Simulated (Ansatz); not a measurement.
System: anatase TiO2 (metastable phase). Method: PBE0 in Ansatz (PAW).

Settings: plane-wave cutoff 460 eV, 8×8×8 k mesh, Fermi–Dirac smearing 0.01 eV, no spin polarisation, scalar-relativistic PAW data made under PBE.

Cell (measured lattice):

```cif
data_O8Ti4
_chemical_formula_sum 'Ti4 O8'
_space_group_name_H-M_alt 'I41/amd :1'
_space_group_IT_number 141
_space_group_name_Hall 'I 4bw 2bw -1bw'
_cell_length_a 3.78420
_cell_length_b 3.78420
_cell_length_c 9.51460
_cell_angle_alpha 90.000
_cell_angle_beta 90.000
_cell_angle_gamma 90.000
loop_
_atom_site_label
_atom_site_type_symbol
_atom_site_symmetry_multiplicity
_atom_site_Wyckoff_symbol
_atom_site_fract_x
_atom_site_fract_y
_atom_site_fract_z
_atom_site_occupancy
Ti1 Ti 4 a 0.00000 0.00000 0.00000 1
O1 O 8 e 0.00000 0.00000 0.20810 1
```
(The calculation used a cell of 6 atoms; values per cell refer to that cell.)

Task: What does this level give for the band gap, smallest direct gap on the k points sampled and direct gap at Γ?

Result: 
- band gap: 4.35 eV (indirect)
- smallest direct gap on the k points sampled: 4.72 eV
- direct gap at Γ: 4.85 eV

Note: cell and atoms aren't relaxed at this level (largest force component 0.16 eV/Å, pressure -2.2 GPa).

Ansatz is a first-principles code.
